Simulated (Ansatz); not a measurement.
# BSiHO (triplet): the correlation ladder at distance O2–Si3 = 5.545 Å, cc-pVDZ

How much of the correlation energy of BSiHO (triplet) does each wave-function method recover here?

The runs use Ansatz 0.2.0, Gaussian basis; cc-pVDZ, core rule «outside noble gas», up to 7 orbitals frozen.

Plan: UHF; CCSD(T) on ROHF; CCSD(T) on UHF; BCCD(T) on ROHF; CISD; CCSDT(Q) on ROHF; CCSDT(Q) on UHF; CASSCF and MRCISD+Q, 4 electrons in 4 orbitals; CASSCF and NEVPT2, 4 electrons in 4 orbitals.

13 further runs of the same task are left out: 12 that didn't finish, 1 set aside as unsound or not needed.

## 1. The geometry

The geometry derives from a PBE0/def2-TZVP stationary point (not a proven minimum). One bond is set to the value named and the two fragments are kept rigid.

4 atoms, charge 0, spin multiplicity 3.

Atoms are counted from 1 here; the program's logs count them from 0.

Bond lengths: B1–O2 1.301 Å, B1–H4 1.196 Å. Angles: O2–B1–H4 128.4°.

Coordinates:

```
B     0.0000   -0.3228    1.8270
O     0.0000   -0.2048    0.5311
Si    0.0000   -0.0153   -5.0106
H     0.0000    0.5429    2.6525
```

## 2. UHF

The input, in.yaml:

```yaml
crystal:
  periodic: [false, false, false]
  atoms:
    - {symbol: B, position_ang: [-0.000001, -0.322806, 1.827020]}
    - {symbol: O, position_ang: [-0.000031, -0.204822, 0.531128]}
    - {symbol: Si, position_ang: [0.000040, -0.015274, -5.010631]}
    - {symbol: H, position_ang: [-0.000009, 0.542901, 2.652483]}
basis:
  gaussian: {orbitals: cc-pVDZ}
magnetization: {spin_polarized: true, initial_magnetization: 2}
hamiltonian: {xc: hf}
output: {orbitals: {seedname: orbitals}}
```

The run is started by

```bash
> ansatz run in.yaml --threads 1 --pin off --events-out ev --progress --plain --max-ram 2393MiB
```

The runs that follow: CCSD(T) on ROHF; CCSD(T) on UHF; BCCD(T) on ROHF; CISD; CCSDT(Q) on ROHF; CCSDT(Q) on UHF; CASSCF and MRCISD+Q, 4 electrons in 4 orbitals; CASSCF and NEVPT2, 4 electrons in 4 orbitals.

Before running them: what should the planned runs give, taken together? Wanted: UCCSDT(Q) below the RHF energy; RMP2 from UCCSDT(Q); UMP2 from UCCSDT(Q); RCCSD from UCCSDT(Q); RCCSD(T) from UCCSDT(Q); UCCSD(T) from UCCSDT(Q); RCCSDT(Q) from UCCSDT(Q); NEVPT2 pair from UCCSDT(Q); MRCISD+Q pair from UCCSDT(Q).

As calculated:

| quantity | value |
| --- | --- |
| UCCSDT(Q) below the RHF energy | -10.1873 eV |
| RMP2 from UCCSDT(Q) | +1064.0 meV |
| UMP2 from UCCSDT(Q) | +1074.5 meV |
| RCCSD from UCCSDT(Q) | +429.9 meV |
| RCCSD(T) from UCCSDT(Q) | +54.7 meV |
| UCCSD(T) from UCCSDT(Q) | +72.9 meV |
| RCCSDT(Q) from UCCSDT(Q) | -3.3 meV |
| NEVPT2 pair from UCCSDT(Q) | +1208.3 meV |
| MRCISD+Q pair from UCCSDT(Q) | +269.4 meV |
| levels within 1 kcal/mol (43 meV) | RCCSDT, UCCSDT, RCCSDT(Q) |
| T1 diagnostic | 0.029 |

In words: RCCSD(T) lands +54.7 meV from the yardstick (0.5 % of the correlation energy). Of the multireference levels listed MRCISD+Q pair comes nearest in total energy (+269.4 meV), which doesn't show that its space is the better one. Coupled cluster took another determinant than the lowest Hartree-Fock one. These misses are within one basis, not against nature; the frozen cores of restricted and unrestricted runs differ, which can shift their rows.
